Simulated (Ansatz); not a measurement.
Cost and result for the atomization energy of C3H4ClF (`C=C(F)CCl`) (9 atoms, 8 bonds).

| atom | x (Å) | y (Å) | z (Å) |
| --- | --- | --- | --- |
| C1 | -0.579 | -0.486 | -1.226 |
| C2 | -0.474 | 0.177 | -0.089 |
| F3 | -1.428 | 1.036 | 0.290 |
| C4 | 0.623 | 0.067 | 0.898 |
| Cl5 | 1.558 | 1.586 | 1.018 |
| H6 | -1.438 | -0.355 | -1.870 |
| H7 | 0.202 | -1.170 | -1.525 |
| H8 | 1.312 | -0.724 | 0.611 |
| H9 | 0.226 | -0.132 | 1.894 |

The species carries charge 0 and has multiplicity 1. All single points use the PBE0-D4/def2-TZVP geometry. It is one conformer, not always the lowest. Program: Ansatz. All runs use 2 threads of an Intel Xeon on a shared host. Times are those of one run each, without the atoms' runs, and a repeat can differ threefold. Electronic energies, without spin–orbit coupling; frozen cores. CCSD(T)/CBS adds CCSD(T) − MP2 in def2-TZVPP to the MP2 limit, and its time is that of the two runs behind it. T1 = 0.011. B3LYP takes the VWN-RPA correlation (the form of Gaussian; ORCA's B3LYP/G).

CCSD(T)/CBS is a level of theory with its own doubt, some kJ/mol a heavy atom from the limit and from the frozen cores, so smaller differences don't rank the functionals.

```json
{"level": "LDA (SPW92)/def2-TZVPP", "functions": "222", "wall time": "9 s"}
{"level": "PBE0-D4/def2-TZVPP", "functions": "222", "wall time": "12 s"}
{"level": "PBE-D4/def2-TZVPP (with forces)", "functions": "222", "wall time": "12 s"}
{"level": "CAM-B3LYP-D4/def2-TZVPP", "functions": "222", "wall time": "13 s"}
{"level": "B3LYP-D4/def2-TZVPP (with forces)", "functions": "222", "wall time": "15 s"}
{"level": "r2SCANh-D4/def2-TZVPP", "functions": "222", "wall time": "16 s"}
{"level": "r2SCAN-D4/def2-TZVPP (with forces)", "functions": "222", "wall time": "18 s"}
{"level": "CCSD(T)/def2-SVP", "functions": "94", "wall time": "19 s"}
{"level": "B97M-V/def2-TZVPP", "functions": "222", "wall time": "29 s"}
{"level": "ωB97M-V/def2-TZVPP (with forces)", "functions": "222", "wall time": "31 s"}
{"level": "MP2/def2-QZVPP", "functions": "418", "wall time": "65 s"}
{"level": "CCSD(T)/def2-TZVPP", "functions": "222", "wall time": "4.1 min"}
{"level": "CCSD(T)/CBS(def2)", "functions": "–", "wall time": "5.1 min"}
```

Q: What atomization energy does each give, and how far from CCSD(T)/CBS? (An estimate is asked.)

A: Computed: 
```json
{"level": "LDA (SPW92)/def2-TZVPP", "atomization (kJ/mol)": "4144.0", "difference from CCSD(T)/CBS": "597.4", "per bond": "74.7"}
{"level": "PBE0-D4/def2-TZVPP", "atomization (kJ/mol)": "3590.8", "difference from CCSD(T)/CBS": "44.2", "per bond": "5.5"}
{"level": "PBE-D4/def2-TZVPP (with forces)", "atomization (kJ/mol)": "3676.3", "difference from CCSD(T)/CBS": "129.7", "per bond": "16.2"}
{"level": "CAM-B3LYP-D4/def2-TZVPP", "atomization (kJ/mol)": "3563.0", "difference from CCSD(T)/CBS": "16.4", "per bond": "2.0"}
{"level": "B3LYP-D4/def2-TZVPP (with forces)", "atomization (kJ/mol)": "3547.2", "difference from CCSD(T)/CBS": "0.6", "per bond": "0.1"}
{"level": "r2SCANh-D4/def2-TZVPP", "atomization (kJ/mol)": "3545.2", "difference from CCSD(T)/CBS": "-1.4", "per bond": "-0.2"}
{"level": "r2SCAN-D4/def2-TZVPP (with forces)", "atomization (kJ/mol)": "3572.8", "difference from CCSD(T)/CBS": "26.2", "per bond": "3.3"}
{"level": "CCSD(T)/def2-SVP", "atomization (kJ/mol)": "3381.5", "difference from CCSD(T)/CBS": "-165.1", "per bond": "-20.6"}
{"level": "B97M-V/def2-TZVPP", "atomization (kJ/mol)": "3563.9", "difference from CCSD(T)/CBS": "17.3", "per bond": "2.2"}
{"level": "ωB97M-V/def2-TZVPP (with forces)", "atomization (kJ/mol)": "3565.7", "difference from CCSD(T)/CBS": "19.1", "per bond": "2.4"}
{"level": "MP2/def2-QZVPP", "atomization (kJ/mol)": "3597.5", "difference from CCSD(T)/CBS": "50.9", "per bond": "6.4"}
{"level": "CCSD(T)/def2-TZVPP", "atomization (kJ/mol)": "3456.4", "difference from CCSD(T)/CBS": "-90.2", "per bond": "-11.3"}
{"level": "CCSD(T)/CBS(def2)", "atomization (kJ/mol)": "3546.6", "difference from CCSD(T)/CBS": "0.0", "per bond": "0.0"}
```

From r2SCAN to r2SCAN0 (25 % exact exchange), in def2-TZVPP and without D4, the atomization energy moves by −67.7 kJ/mol: exact exchange takes away binding that semilocal exchange gives to molecules. The D4 term adds +27.2 kJ/mol with B3LYP and +14.2 kJ/mol with PBE0; it sums over pairs of atoms, weighted by their polarisabilities, and B3LYP, whose exchange is more repulsive, gets the larger term. In def2-TZVPP, CCSD(T) changes the Hartree–Fock value by +884.2 kJ/mol (the triples alone add +63.9 kJ/mol) and MP2 by +972.3 kJ/mol; breaking electron pairs costs correlation energy, which Hartree–Fock lacks.
